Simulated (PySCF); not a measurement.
carbon disulfide (CS₂), SMILES S=C=S. Coordinates come from a B3LYP-D3(BJ)/def2-TZVP optimisation.

Computed equilibrium geometry at B3LYP-D3(BJ)/def2-TZVP (PySCF confirms it by a frequency run) as bond lengths and angles, and its point group:
point group D∞h.
Atoms: S1 C2 S3. Bonded distances (Å): S1–C2 1.553, C2–S3 1.553. Angles (°): S1–C2–S3 180.0.
